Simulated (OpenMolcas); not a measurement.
# BH3F− (SMILES [H][B-]([H])([H])F): a chain of runs

We compute the energy (UHF/STO-3G), then a single-point energy (CASSCF(2,2)/STO-3G), then the energy (CASPT2(2,2)/STO-3G), then a single-point energy (SC-NEVPT2(2,2)/STO-3G), then a single-point energy (MRCI(2,2)/STO-3G) of BH3F−. 

Program for the calculation: OpenMolcas 26.06.

3 further runs of the same task are left out: 1 for a known fault of the program, 2 set aside as unsound or not needed.

### Step 1. The system as given

The species is BH3F− (5 atoms), meant as a singlet with charge -1. SMILES: `[H][B-]([H])([H])F`. The B1–H3 distance was set to 2.453 Å, away from the relaxed value. At this shape a bond of the SMILES string is far longer than usual.

Bond lengths: B1–F2 1.447 Å, B1–H4 1.228 Å, B1–H5 1.226 Å. Angles: F2–B1–H4 108.4°, F2–B1–H5 108.4°, H4–B1–H5 110.5°.

### Step 2. A single-point energy at UHF/STO-3G (run 1)

input.xyz

```xyz
5

B     -1.160771    -0.011000     0.340010
F     -1.147921    -0.032300     1.786370
H      1.160070     0.011720    -0.454270
H     -1.750971     1.001290    -0.027000
H     -1.742091    -1.015150    -0.056560
```

step1.input

```
&GATEWAY
  BASLIB
  $CurrDir
  COORD
  input.xyz
  BASIS
  STO-3G
  GROUP
  NoSym

&SEWARD

&SCF
  UHF
  CHARGE
  -1
  SCRAMBLE
  0.25
  PRORBITALS
  1 1
```

The basis set STO-3G is read from a file made from the Basis Set Exchange's data (not shown).

Launch:

```bash
$ export MOLCAS_MEM=1860
$ pymolcas step1.input > step1.log
```

Output:

```text
--- Start Module: gateway ---
[...]
--- Stop Module: gateway /rc=_RC_ALL_IS_WELL_ ---
--- Start Module: seward ---
[...]
      Basis functions           13
--- Stop Module: seward /rc=_RC_ALL_IS_WELL_ ---
--- Start Module: scf ---
[...]
       Convergence after  18 Iterations
[...]
::    Total SCF energy                               -123.8620757141
[...]
      Total spin, S                                     0.4854542875
[...]
      Total electronic charge=   18.000000
      Total            charge=   -1.000000
[...]
      Dipole Moment (debye):
      Origin of the operator (angstrom)=   -1.1183   -0.0223    1.1244
                   X= -6.5876E-01               Y= -5.3693E-02               Z=  3.1599E+00           Total=  3.2282E+00
      Center of Charge (angstrom)
[...]
--- Stop Module: scf /rc=_RC_ALL_IS_WELL_ ---
[...]
```

Run time: 1.6 s. Hardware: 1 thread of Arm Neoverse V1, shared host; peak memory 0.37 GiB.

### Step 3. A single-point energy at CASSCF(2,2)/STO-3G (run 2)

input.xyz is that of step 2.

step2.inp

```
&GATEWAY
BasLib=$CurrDir
Coord=input.xyz
Basis=STO-3G
Group=NoSym
&SEWARD
&RASSCF
FileOrb=$CurrDir/step1.UnaOrb
Spin=1
Nactel=2 0 0
Inactive=8
Ras2=2
OrbListing=Nothing
OrbAppear=Compact
```

The basis set STO-3G is read from a file made from the Basis Set Exchange's data (not shown).

Launch:

```bash
$ export MOLCAS_MEM=1860
$ pymolcas step2.inp > step2.log
```

Output:

```text
--- Start Module: gateway ---
[...]
--- Stop Module: gateway /rc=_RC_ALL_IS_WELL_ ---
--- Start Module: seward ---
[...]
      Basis functions           13
--- Stop Module: seward /rc=_RC_ALL_IS_WELL_ ---
--- Start Module: rasscf ---
[...]
      Number of active orbitals                  2
[...]
      Spin quantum number                      0.0
[...]
      Active orbitals                            2
[...]
      Number of CSFs                             3
[...]
      Number of root(s) required                 1
[...]
      Convergence after  8 iterations
[...]
      printout of CI-coefficients larger than  0.05 for root  1
      energy=    -123.885823
      conf/sym  11     Coeff  Weight
             1  20  -0.93422 0.87276
             3  02   0.35670 0.12724
      Natural orbitals and occupation numbers for root  1
      sym 1:   1.745523   0.254477
      ************************************************************************************************************************
      *                                                    Final results                                                     *
[...]
::    RASSCF root number  1 Total energy:   -123.88582302
[...]
      Total electronic charge=   18.000000
      Total            charge=   -1.000000
[...]
      Dipole Moment (debye):
      Origin of the operator (angstrom)=   -1.1183   -0.0223    1.1244
                   X= -1.0943E+00               Y= -5.7953E-02               Z=  3.3119E+00           Total=  3.4885E+00
      Center of Charge (angstrom)
[...]
--- Stop Module: rasscf /rc=_RC_ALL_IS_WELL_ ---
[...]
```

It took 1.5 s on 1 thread of Arm Neoverse V1, shared host; peak memory 0.37 GiB.

### Step 4. The energy at CASPT2(2,2)/STO-3G (run 3)

input.xyz is that of step 3.

step3.inp

```
&GATEWAY
  BasLib=$CurrDir
  Coord=input.xyz
  Basis=STO-3G
  Group=NoSym

&SEWARD

&RASSCF
  FileOrb=$CurrDir/step2.RasOrb
  Spin=1
  Nactel=2 0 0
  Inactive=8
  Ras2=2
  OrbListing=Nothing
  OrbAppear=Compact

&CASPT2
  Imaginary=0.1
  Frozen=2
```

The basis set STO-3G is read from a file made from the Basis Set Exchange's data (not shown).

Launch:

```bash
$ export MOLCAS_MEM=1860
$ pymolcas step3.inp > step3.log
```

Output:

```text
--- Start Module: gateway ---
[...]
--- Stop Module: gateway /rc=_RC_ALL_IS_WELL_ ---
[...]
      Basis functions           13
[...]
--- Start Module: rasscf ---
[...]
      Number of active orbitals                  2
[...]
      Spin quantum number                      0.0
[...]
      Active orbitals                            2
[...]
      Number of CSFs                             3
[...]
      Number of root(s) required                 1
[...]
      Convergence after  4 iterations
[...]
      printout of CI-coefficients larger than  0.05 for root  1
      energy=    -123.885823
      conf/sym  11     Coeff  Weight
             1  20  -0.93422 0.87276
             3  02   0.35670 0.12724
      Natural orbitals and occupation numbers for root  1
      sym 1:   1.745526   0.254474
      ************************************************************************************************************************
      *                                                    Final results                                                     *
[...]
::    RASSCF root number  1 Total energy:   -123.88582302
[...]
      Total electronic charge=   18.000000
      Total            charge=   -1.000000
[...]
      Dipole Moment (debye):
      Origin of the operator (angstrom)=   -1.1183   -0.0223    1.1244
                   X= -1.0943E+00               Y= -5.7955E-02               Z=  3.3120E+00           Total=  3.4885E+00
      Center of Charge (angstrom)
[...]
--- Stop Module: rasscf /rc=_RC_ALL_IS_WELL_ ---
--- Start Module: caspt2 ---
[...]
 ###    WARNING: User changed nr of frozen orbitals.                         ###
 ###############################################################################
[...]
      E2 (Variational):          -0.0497689111
      Total energy:            -123.9355919330
[...]
      Reference weight:           0.97825
[...]
::    CASPT2 Root  1     Total energy:   -123.93559193
[...]
--- Stop Module: caspt2 /rc=_RC_ALL_IS_WELL_ ---
[...]
```

Run time: 1.5 s. Hardware: 1 thread of Arm Neoverse V1, shared host; peak memory 0.37 GiB.

### Step 5. The energy at SC-NEVPT2(2,2)/STO-3G (run 4)

input.xyz is that of step 4.

step4.inp

```
* BFH3 NEVPT2

&GATEWAY
 BasLib
 $CurrDir
 Coord
 input.xyz
 Basis
 STO-3G
 Group
 NoSym

&SEWARD

&RASSCF
 FileOrb
 $CurrDir/step2.RasOrb
 Spin
 1
 Nactel
 2 0 0
 Inactive
 8
 Ras2
 2
 OrbListing
 Nothing
 OrbAppear
 Compact

&CASPT2
 SC-NEVPT2
 Frozen
 2
```

The basis set STO-3G is read from a file made from the Basis Set Exchange's data (not shown).

Launch:

```bash
$ export MOLCAS_MEM=1860
$ pymolcas step4.inp > step4.log
```

Output:

```text
--- Start Module: gateway ---
[...]
--- Stop Module: gateway /rc=_RC_ALL_IS_WELL_ ---
[...]
      Basis functions           13
[...]
--- Start Module: rasscf ---
[...]
      Number of active orbitals                  2
[...]
      Spin quantum number                      0.0
[...]
      Active orbitals                            2
[...]
      Number of CSFs                             3
[...]
      Number of root(s) required                 1
[...]
      Convergence after  4 iterations
[...]
      printout of CI-coefficients larger than  0.05 for root  1
      energy=    -123.885823
      conf/sym  11     Coeff  Weight
             1  20  -0.93422 0.87276
             3  02   0.35670 0.12724
      Natural orbitals and occupation numbers for root  1
      sym 1:   1.745526   0.254474
      ************************************************************************************************************************
      *                                                    Final results                                                     *
[...]
::    RASSCF root number  1 Total energy:   -123.88582302
[...]
      Total electronic charge=   18.000000
      Total            charge=   -1.000000
[...]
      Dipole Moment (debye):
      Origin of the operator (angstrom)=   -1.1183   -0.0223    1.1244
                   X= -1.0943E+00               Y= -5.7955E-02               Z=  3.3120E+00           Total=  3.4885E+00
      Center of Charge (angstrom)
[...]
--- Stop Module: rasscf /rc=_RC_ALL_IS_WELL_ ---
--- Start Module: caspt2 ---
[...]
 ###    WARNING: User changed nr of frozen orbitals.                         ###
 ###############################################################################
[...]
      E2 (Variational):          -0.0491507082
[...]
      E2 (Variational):          -0.0491002555
      Total energy:            -123.9349232775
[...]
      Reference weight:           0.97887
[...]
::    SC-NEVPT2 Root  1     Total energy:   -123.93492328
[...]
--- Stop Module: caspt2 /rc=_RC_ALL_IS_WELL_ ---
[...]
```

Wall time 1.5 s (1 thread of Arm Neoverse V1, shared host); peak memory 0.37 GiB.

### Step 6. A single-point energy at MRCI(2,2)/STO-3G (run 5)

input.xyz is that of step 5.

step5.input

```
* BFH3 MRCI

&GATEWAY
  BasLib=$CurrDir
  Coord=input.xyz
  Basis=STO-3G
  Group=NoSym

&SEWARD

&RASSCF
  FileOrb=$CurrDir/step2.RasOrb
  Spin=1
  Nactel=2 0 0
  Inactive=8
  Ras2=2
  OrbListing=Nothing
  OrbAppear=Compact

&MOTRA
  LumOrb
  Frozen=2

&GUGA
  Electrons=14
  Spin=1
  Inactive=6
  Active=2
  CIAll=1

&MRCI
  SDCI
```

The basis set STO-3G is read from a file made from the Basis Set Exchange's data (not shown).

Launch:

```bash
$ export MOLCAS_MEM=1860
$ pymolcas step5.input > step5.log
```

Output:

```text
--- Start Module: gateway ---
[...]
--- Stop Module: gateway /rc=_RC_ALL_IS_WELL_ ---
[...]
      Basis functions           13
[...]
      Number of active orbitals                  2
[...]
      Spin quantum number                      0.0
[...]
      Active orbitals                            2
[...]
      Number of CSFs                             3
[...]
      Number of root(s) required                 1
[...]
      Convergence after  4 iterations
[...]
      printout of CI-coefficients larger than  0.05 for root  1
      energy=    -123.885823
      conf/sym  11     Coeff  Weight
             1  20  -0.93422 0.87276
             3  02   0.35670 0.12724
      Natural orbitals and occupation numbers for root  1
      sym 1:   1.745526   0.254474
      ************************************************************************************************************************
      *                                                    Final results                                                     *
[...]
::    RASSCF root number  1 Total energy:   -123.88582302
[...]
      Dipole Moment (debye):
      Origin of the operator (angstrom)=   -1.1183   -0.0223    1.1244
                   X= -1.0943E+00               Y= -5.7955E-02               Z=  3.3120E+00           Total=  3.4885E+00
      Center of Charge (angstrom)
[...]
      *** WARNING: Default frozen orbitals is overwritten by user input.
      *** Default values:   2
[...]
--- Start Module: guga ---
[...]
--- Stop Module: guga /rc=_RC_ALL_IS_WELL_ ---
--- Start Module: mrci ---
[...]
       (But an ACPF correction will be computed)
       USE THE DEFAULT ACPF G-VALUE GFAC=  0.14285714285714285
[...]
                      CI ENERGY:  -123.95112005
[...]
                ACPF CORRECTION:    -0.00236088
[...]
      Total electronic charge=   18.000000
      Total            charge=   -1.000000
[...]
     ACPF CORRECTION:     -0.00236088
[...]
  CI State   1     Total energy:   -123.95112005     QDav:     -0.00277106     QACPF:     -0.00236088
[...]
--- Stop Module: mrci /rc=_RC_ALL_IS_WELL_ ---
[...]
```

Run time: 1.6 s. Hardware: 1 thread of Arm Neoverse V1, shared host; peak memory 0.37 GiB.

### Step 7. Results

```
                                                                quantity          value
                                         run 1, UHF/STO-3G: total energy  -123.86208 Eh
                                          run 1, UHF/STO-3G: HOMO energy        3.10 eV
                                          run 1, UHF/STO-3G: LUMO energy       14.45 eV
run 1, UHF/STO-3G: HOMO–LUMO gap (to an unbound level, set by the basis)       11.35 eV
                                                 run 1, UHF/STO-3G: ⟨S²⟩          0.721
                                 run 2, CASSCF(2,2)/STO-3G: total energy  -123.88582 Eh
                                 run 3, CASPT2(2,2)/STO-3G: total energy  -123.93559 Eh
                              run 4, SC-NEVPT2(2,2)/STO-3G: total energy  -123.93492 Eh
                                   run 5, MRCI(2,2)/STO-3G: total energy  -123.95112 Eh
```

In words: ⟨S²⟩ (run 1, UHF/STO-3G) is 0.72 where a pure singlet has 0.00: the reference is spin-contaminated. Mulliken charges (run 1, UHF/STO-3G) run from -0.34 on F2 to -0.02 on B1; they depend strongly on the basis. The HOMO (run 1, UHF/STO-3G) lies at positive energy, 3.10 eV: the electron is unbound at this level or held by a compact basis; values depend on the basis. Mulliken charges (run 4, SC-NEVPT2(2,2)/STO-3G) of the CASSCF density run from -0.34 on F2 to +0.00 on B1; they depend strongly on the basis.
